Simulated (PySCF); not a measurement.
A geometry optimisation, step by step.

Pentanenitrile, C₅H₉N.
Bonds: C1–C2, C2–C3, C3–C4, C4–C5, C5–N6 (triple). Hydrogens: H7, H8, H9 on C1; H10, H11 on C2; H12, H13 on C3; H14, H15 on C4.

Method: PySCF, PBE0-D3(BJ)/def2-TZVP geometry optimisation, gas phase; density fitting, grid level 2; the optimiser is geomeTRIC in internal coordinates, started from a GFN2-xTB structure with every atom displaced at random (about 0.01 Å). The frame can shift and turn from step to step; on so coarse a grid that alone can change the energy by a few meV, and forces under 0.02 eV/Å are noise.

Step 0: E = -6815.9340 eV, largest atomic force 2.578 eV/Å
```
atom  x, y, z in Å  |  force x, y, z in eV/Å
C1     -2.037   -0.459   -0.248   -0.726   1.584   0.007
C2     -0.612   -0.573    0.189    0.288   0.323   0.495
C3      0.136    0.741    0.013    1.064  -0.276   0.312
C4      1.663    0.610    0.422   -2.218  -0.487   0.123
C5      2.325   -0.306   -0.460   -0.594   1.326   1.398
N6      2.867   -1.010   -1.159    1.132  -1.646  -1.629
H7     -2.575   -1.377   -0.125   -0.361  -0.582   0.017
H8     -2.095   -0.145   -1.306   -0.064  -0.185   0.343
H9     -2.570    0.334    0.354    0.396  -0.723  -0.559
H10    -0.578   -0.876    1.251    0.099   0.032  -0.266
H11    -0.125   -1.351   -0.388    0.267  -0.258  -0.110
H12    -0.300    1.519    0.646   -0.055   0.011  -0.040
H13     0.069    1.074   -1.030    0.049  -0.003   0.153
H14     1.692    0.233    1.457    0.199   0.119  -0.263
H15     2.124    1.569    0.376    0.524   0.766   0.018
```

Step 1: E = -6816.0628 eV, largest atomic force 0.385 eV/Å
```
atom  x, y, z in Å  |  force x, y, z in eV/Å
C1     -2.076   -0.452   -0.153   -0.081  -0.046   0.160
C2     -0.592   -0.591    0.133    0.022  -0.021  -0.065
C3      0.136    0.740    0.065    0.230  -0.027  -0.071
C4      1.643    0.623    0.355   -0.230   0.304  -0.051
C5      2.340   -0.258   -0.564    0.019  -0.045  -0.064
N6      2.885   -0.970   -1.282   -0.001   0.003  -0.046
H7     -2.570   -1.428   -0.169    0.044   0.045  -0.076
H8     -2.267    0.047   -1.110    0.034  -0.069   0.113
H9     -2.555    0.127    0.643   -0.046   0.079  -0.126
H10    -0.457   -1.040    1.123    0.040   0.019   0.015
H11    -0.128   -1.281   -0.578   -0.033  -0.009  -0.027
H12    -0.288    1.447    0.787    0.019  -0.044  -0.043
H13    -0.004    1.176   -0.932    0.034  -0.005   0.117
H14     1.803    0.230    1.360    0.003  -0.003   0.153
H15     2.118    1.614    0.314   -0.054  -0.182   0.011
```

Step 2: E = -6816.0719 eV, largest atomic force 0.099 eV/Å
```
atom  x, y, z in Å  |  force x, y, z in eV/Å
C1     -2.074   -0.453   -0.149   -0.004  -0.045   0.088
C2     -0.590   -0.593    0.139   -0.026   0.008   0.013
C3      0.143    0.735    0.066    0.019  -0.019  -0.025
C4      1.639    0.621    0.360   -0.023   0.050   0.038
C5      2.331   -0.251   -0.574    0.051  -0.046   0.017
N6      2.870   -0.952   -1.308   -0.017   0.019  -0.027
H7     -2.569   -1.426   -0.164    0.012   0.004  -0.019
H8     -2.248    0.027   -1.114   -0.005  -0.003  -0.034
H9     -2.569    0.150    0.619    0.012   0.034  -0.034
H10    -0.450   -1.032    1.133    0.020  -0.003   0.001
H11    -0.133   -1.293   -0.569   -0.023   0.011  -0.014
H12    -0.282    1.441    0.786   -0.030   0.003  -0.003
H13     0.008    1.175   -0.927   -0.013   0.010   0.003
H14     1.796    0.227    1.369    0.017   0.000  -0.010
H15     2.113    1.606    0.323    0.009  -0.022   0.006
```

Step 3: E = -6816.0734 eV, largest atomic force 0.036 eV/Å
```
atom  x, y, z in Å  |  force x, y, z in eV/Å
C1     -2.075   -0.453   -0.147    0.008  -0.007   0.011
C2     -0.591   -0.594    0.142   -0.004   0.000   0.023
C3      0.144    0.733    0.066    0.002  -0.006   0.009
C4      1.640    0.619    0.364   -0.011  -0.015   0.008
C5      2.334   -0.247   -0.577    0.015  -0.020   0.026
N6      2.870   -0.938   -1.324   -0.011   0.013  -0.014
H7     -2.572   -1.425   -0.155   -0.003  -0.002   0.011
H8     -2.242    0.013   -1.121   -0.004  -0.004  -0.026
H9     -2.571    0.168    0.605    0.009   0.013  -0.001
H10    -0.448   -1.027    1.139    0.000  -0.014  -0.008
H11    -0.140   -1.298   -0.564    0.002   0.010  -0.010
H12    -0.285    1.437    0.785   -0.005   0.012   0.002
H13     0.009    1.174   -0.925    0.000   0.001  -0.012
H14     1.800    0.221    1.371   -0.004  -0.004  -0.021
H15     2.116    1.602    0.331    0.007   0.022   0.002
```

Step 4: E = -6816.0740 eV, largest atomic force 0.033 eV/Å
```
atom  x, y, z in Å  |  force x, y, z in eV/Å
C1     -2.074   -0.453   -0.146    0.004   0.011  -0.031
C2     -0.591   -0.595    0.145    0.002   0.002   0.012
C3      0.145    0.731    0.067   -0.020   0.007   0.019
C4      1.639    0.617    0.366    0.017  -0.018  -0.012
C5      2.334   -0.244   -0.580    0.000   0.003   0.016
N6      2.865   -0.927   -1.336   -0.004   0.003  -0.004
H7     -2.574   -1.423   -0.142   -0.009  -0.001   0.023
H8     -2.238   -0.002   -1.129    0.000  -0.011  -0.001
H9     -2.568    0.183    0.594    0.002   0.001   0.007
H10    -0.447   -1.026    1.143   -0.007  -0.014  -0.007
H11    -0.142   -1.301   -0.561    0.011   0.010  -0.006
H12    -0.286    1.437    0.785    0.007   0.006  -0.002
H13     0.011    1.174   -0.925    0.001  -0.009  -0.008
H14     1.799    0.213    1.371   -0.006  -0.006  -0.006
H15     2.116    1.600    0.339    0.002   0.015   0.003
```

Step 5: E = -6816.0747 eV, largest atomic force 0.049 eV/Å
```
atom  x, y, z in Å  |  force x, y, z in eV/Å
C1     -2.074   -0.452   -0.146    0.003   0.018  -0.046
C2     -0.592   -0.596    0.147    0.006   0.000   0.001
C3      0.145    0.730    0.068   -0.022   0.014   0.021
C4      1.640    0.614    0.370    0.023  -0.013  -0.021
C5      2.335   -0.240   -0.583   -0.016   0.022  -0.004
N6      2.862   -0.912   -1.353    0.006  -0.008   0.006
H7     -2.580   -1.420   -0.120   -0.007   0.001   0.023
H8     -2.236   -0.023   -1.139    0.002  -0.011   0.013
H9     -2.563    0.203    0.580   -0.003  -0.005   0.008
H10    -0.449   -1.025    1.145   -0.008  -0.010  -0.004
H11    -0.142   -1.302   -0.558    0.011   0.006  -0.002
H12    -0.287    1.437    0.784    0.013   0.000  -0.004
H13     0.013    1.171   -0.925    0.004  -0.012  -0.003
H14     1.797    0.201    1.371   -0.005  -0.004   0.006
H15     2.118    1.597    0.350   -0.007   0.001   0.004
```

Step 6: E = -6816.0751 eV, largest atomic force 0.033 eV/Å
```
atom  x, y, z in Å  |  force x, y, z in eV/Å
C1     -2.074   -0.452   -0.147   -0.001   0.009  -0.027
C2     -0.592   -0.596    0.148    0.005   0.001  -0.003
C3      0.146    0.729    0.069   -0.011   0.010   0.012
C4      1.640    0.611    0.371    0.016  -0.006  -0.012
C5      2.335   -0.236   -0.587   -0.017   0.023  -0.016
N6      2.861   -0.900   -1.364    0.009  -0.011   0.011
H7     -2.584   -1.416   -0.101   -0.003   0.001   0.012
H8     -2.237   -0.040   -1.147    0.002  -0.006   0.011
H9     -2.558    0.218    0.569   -0.004  -0.003   0.003
H10    -0.452   -1.026    1.146   -0.004  -0.004  -0.001
H11    -0.142   -1.303   -0.556    0.005   0.002   0.000
H12    -0.285    1.438    0.784    0.008  -0.003  -0.003
H13     0.015    1.169   -0.925    0.002  -0.006   0.001
H14     1.795    0.192    1.370    0.000  -0.002   0.007
H15     2.118    1.595    0.359   -0.006  -0.005   0.004
```

Step 7: E = -6816.0752 eV, largest atomic force 0.023 eV/Å
```
atom  x, y, z in Å  |  force x, y, z in eV/Å
C1     -2.075   -0.451   -0.147   -0.001   0.001  -0.002
C2     -0.593   -0.596    0.148    0.001   0.000  -0.002
C3      0.146    0.729    0.070    0.001   0.002   0.002
C4      1.641    0.610    0.371    0.003  -0.001  -0.001
C5      2.336   -0.233   -0.590   -0.010   0.012  -0.016
N6      2.863   -0.896   -1.368    0.006  -0.007   0.010
H7     -2.587   -1.413   -0.089    0.000   0.001   0.001
H8     -2.238   -0.048   -1.150    0.001  -0.002   0.003
H9     -2.557    0.226    0.564   -0.001   0.001  -0.002
H10    -0.454   -1.027    1.146   -0.001   0.000   0.001
H11    -0.141   -1.302   -0.556    0.000   0.000   0.000
H12    -0.283    1.438    0.785    0.002  -0.002   0.000
H13     0.016    1.168   -0.924   -0.001   0.000   0.002
H14     1.796    0.186    1.368    0.002  -0.001   0.003
H15     2.118    1.594    0.363   -0.002  -0.004   0.002
```

**Question.** Summarise the path.

**Answer.** The energy falls by 13.63 kJ/mol from step 0 to step 7; nine tenths of that is first reached at step 1. It falls at every step. The largest force goes from 2.578 to 0.023 eV/Å. Among the bonds C3–C4 changes most, from 1.587 to 1.529 Å; the atoms move by 0.050 Å rms after alignment.

**Question.** Follow the three bonds and two angles with the largest change from start to end.

**Answer.** 
```
step  E above end (kJ/mol)  largest force (eV/Å)  C3–C4 (Å)  C1–H9 (Å)  C4–H15 (Å)  C3–C4–H14 (°)  H14–C4–H15 (°)
   0                 13.63                 2.578      1.587      1.129       1.065          107.2           109.7
   1                  1.19                 0.385      1.540      1.095       1.099          110.1           107.2
   2                  0.32                 0.099      1.529      1.094       1.094          110.2           107.1
   3                  0.18                 0.036      1.529      1.093       1.093          110.4           106.9
   4                  0.11                 0.033      1.529      1.093       1.093          110.5           106.9
   5                  0.05                 0.049      1.529      1.093       1.093          110.5           107.0
   6                  0.02                 0.033      1.529      1.093       1.094          110.4           107.0
   7                  0.00                 0.023      1.529      1.094       1.094          110.4           107.0
```

What follows is the cost of the whole optimisation. On Intel Xeon Platinum 8259CL at 2.50 GHz, one thread, no GPU (shared host), this took 3.8 min of wall time and 1.1 GiB of memory at its peak.
